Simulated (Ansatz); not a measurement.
**CH₂+ (quartet): wave-function methods side by side, def2-TZVPP**

The task here is to estimate one member of a computed series from the others.

Program: Ansatz 0.2.0, Gaussian basis. Level of theory: def2-TZVPP, core rule «outside noble gas», up to 1 orbitals frozen. These are calculated values, not measurements.

To be run: UHF; ROHF; CCSD(T) on UHF.

2 further runs of the same task are left out: 2 set aside as unsound or not needed.

## The system

The geometry is a PBE0/def2-TZVP stationary point (not a proven minimum) of the parent state, kept for this charge and spin.

3 atoms, charge 1, spin multiplicity 4.

Atoms are counted from 1 here; the program's logs count them from 0.

Bond lengths: C1–H2 1.079 Å, C1–H3 1.079 Å. Angles: H2–C1–H3 134.8°.

As a file:

```xyz
3
CH2
C     0.00000   -0.05957    0.00000
H     0.00000    0.35490   -0.99616
H     0.00000    0.35490    0.99616
```

The first run:

Contents of in.yaml:

```yaml
crystal:
  periodic: [false, false, false]
  atoms:
    - {symbol: C, position_ang: [0.000000, -0.059567, 0.000000]}
    - {symbol: H, position_ang: [0.000000, 0.354901, -0.996161]}
    - {symbol: H, position_ang: [0.000000, 0.354901, 0.996161]}
basis:
  gaussian: {orbitals: def2-TZVPP}
total_charge: 1
magnetization: {spin_polarized: true, initial_magnetization: 3}
hamiltonian: {xc: hf}
output: {orbitals: {seedname: orbitals}}
```

Launch:

```sh
$ ansatz run in.yaml --threads 1 --pin off --events-out ev --progress --plain --max-ram 4096MiB --backend cpu
```

Among the steps run: UHF; ROHF; CCSD(T) on UHF.

One table of the session follows, with a row left open; its other results are not shown here.

```
  method  from UCCSD(T) (kcal/mol)
    ROHF                    +68.87
     UHF                    +67.57
    UMP2                         ?
   UCCSD                     +1.74
UCCSD(T)                         0
```

Q: Estimate the row for UMP2 from the others.

**Answer.** from UCCSD(T) (kcal/mol): +12.72. In the column «from UCCSD(T) (kcal/mol)» it lies between UCCSD (+1.74) and UHF (+67.57).
